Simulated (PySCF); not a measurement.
# How close is B3LYP for benzonitrile radical anion?

The experiment to reproduce: a(1H H9/H13) -3.63 G [1]; a(1H H10/H12) 0.3 G [1]; a(1H H11) -8.42 G [1]; a(14N N1) 2.15 G [1]. Sources and the comparison follow the method.

Species: benzonitrile radical anion, C7H5N (charge -1 and doublet state).
Numbering: `[N:1]#[C:2][c:3]1[cH:4][cH:5][cH:6][cH:7][cH:8]1` (hydrogens: H9 on C4; H10 on C5; H11 on C6; H12 on C7; H13 on C8)

The species is benzonitrile radical anion, `N#Cc1ccccc1` [SMILES of the parent framework; charge -1 and doublet state].

Method: UKS B3LYP, IGLO-III on C N, pcH-1 on H, non-relativistic, mean-field spin-orbit, GIAO (PySCF). Isolated species at its PBE0-D3(BJ)/def2-SVP geometry, gas phase. Whether the extra electron is bound in the gas phase wasn't checked; a finite basis holds it in any case. The geometry's basis has no diffuse functions, a weakness for an anion. The SCF solution wasn't tested for stability. No frequencies were computed at this geometry's level, so the symmetric structure isn't shown to be a minimum.

```tsv
nucleus	computed a_iso (MHz)	published	in MHz	difference of magnitudes (MHz)	source
1H H9/H13	-10.6	-3.63 G	-10.2	+0.4	[1]
1H H10/H12	0.7	0.3 G	0.8	-0.1	[1]
1H H11	-27.0	-8.42 G	-23.6	+3.4	[1]
14N N1	6.0	2.15 G	6.0	0.0	[1]
```

Values published in field units are turned into MHz with the computed g_iso.

Sources: [1] measured, solution or matrix (EPR); Pople, Beveridge, Approximate Molecular Orbital Theory, McGraw-Hill 1970 (compilation of measured values).

In relative terms the largest miss is 1H H11, by 14 %. The measured numbers hold vibrational averaging and, outside the gas phase, effects of the matrix or solvent; the computed ones belong to one rigid, isolated geometry and carry the errors of functional and basis. An EPR spectrum gives magnitudes, so published signs often rest on theory.

Largest spin populations (Mulliken): C6 (+0.42), C3 (+0.26), N1 (+0.22) and C4 (+0.15).

The unrestricted determinant has ⟨S²⟩ = 0.7607 (exact 0.7500), so spin contamination is small.

On one thread, x86-64 server, on a shared host, this took 49 s.
